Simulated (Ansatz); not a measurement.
in.yaml

```yaml
crystal:
  periodic: [false, false, false]
  atoms:
    - {symbol: B, position_ang: [0.000000, 0.004440, 0.755605]}
    - {symbol: B, position_ang: [0.000000, 0.004440, -1.006859]}
    - {symbol: H, position_ang: [0.000000, 0.924307, 1.315758]}
    - {symbol: H, position_ang: [0.000000, -1.019545, 1.379161]}
basis:
  gaussian: {orbitals: 6-31G}
correlation: {method: fci, electrons: outside_noble_gas}
```

```sh
$ ansatz run in.yaml --threads 1 --pin off --events-out ev --progress --plain --max-ram 2393MiB
```

Log:

```
503 factors; integrals over basis functions are off by at most 1.6e-7 eV
mean field evaluation 1: about -1368.7530 eV, gradient 1.0e1 eV
mean field evaluation 2: about -1368.7491 eV, gradient 1.0e1 eV
mean field evaluation 4: about -1369.3477 eV, gradient 4.3e-1 eV
mean field evaluation 8: about -1369.3490 eV, gradient 3.2e-4 eV
mean field evaluation 16: about -1366.6337 eV, gradient 3.0e-5 eV
mean field evaluation 32: about -1366.8715 eV, gradient 1.7e0 eV
mean field -1369.34899885 eV, -50.3226475296 hartree, gradient 4.0e-6 eV, S^2 0.000000; 5 other end points of the search recorded, 0 dependent functions left out; unrestricted orbitals would lower it
mean field evaluation 64: about -1369.3554 eV, gradient 7.0e0 eV
determinant -1369.34899885 eV, -50.3226475296 hartree, with singles and doubles -1372.49326197 eV, -50.4381970682 hartree
determinant -1366.63370447 eV, -50.2228623018 hartree, with singles and doubles -1370.46462499 eV, -50.3636460340 hartree
2 core orbitals not correlated: weight in the atoms' cores, before any rotation towards them, 1.000 or more for the frozen orbitals, at most 0.000 for the correlated occupied ones
reference -1369.34899885 eV, -50.3226475296 hartree; 4, 4 occupied and 16, 16 virtual orbitals, 503 factors
state -1372.57954479 eV, -50.4413679031 hartree
Total energy: -1372.57954479 eV, -50.4413679031 hartree
```

Natural occupations: 1.9748 1.9689 1.9521 1.8362 0.1009 0.0646 0.0228 0.0197 0.0153 0.0145 0.0085 0.0067 0.0056 0.0045 0.0016 0.0014 0.0007 0.0005 0.0005 0.0002.

Ran on 1 thread of Arm Neoverse N1, shared host: 2.2 min wall, 1.1 GiB peak host memory.
